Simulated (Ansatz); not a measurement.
Results of rVV10 in Ansatz (PAW) for chalcopyrite ZnGeP₂.

Numerical settings: plane-wave cutoff 520 eV, 10×10×10 k mesh, Fermi–Dirac smearing 0.01 eV, scalar-relativistic PAW data made under PBE.

A third-order Birch–Murnaghan fit to the energies gives V0 = 20.763 Å³/atom, B0 = 72.8 GPa, B′ = 4.6.

```tsv
V (Å³/atom)	P (GPa)
19.931	3.27
20.346	…
20.761	0.01
21.177	-1.37
21.592	…
```

**Question.** Estimate the withheld pressures from this fit; the answers are the runs' own values.

**Answer.** 
- 20.346, P (GPa): 1.55
- 21.592, P (GPa): -2.60

The formula P = (3/2) B0 (x^(7/3) − x^(5/3)) [1 + (3/4)(B′ − 4)(x^(2/3) − 1)] with x = V0/V meets the computed pressures within 0.01 GPa when these rounded values are put in.

Shape and atoms are relaxed at each volume.

Measured, for comparison: bulk modulus 79 GPa (room temperature, not corrected to a static lattice; as tabulated in Isothermal phase behavior of Ag3SbS3, ZnGeP2, and ZnS (abstract)). Computed (rounded) less measured: bulk modulus -8 %.

Note: the bulk modulus comes from volumes at which shape and atoms were relaxed.

Ansatz is a first-principles code.
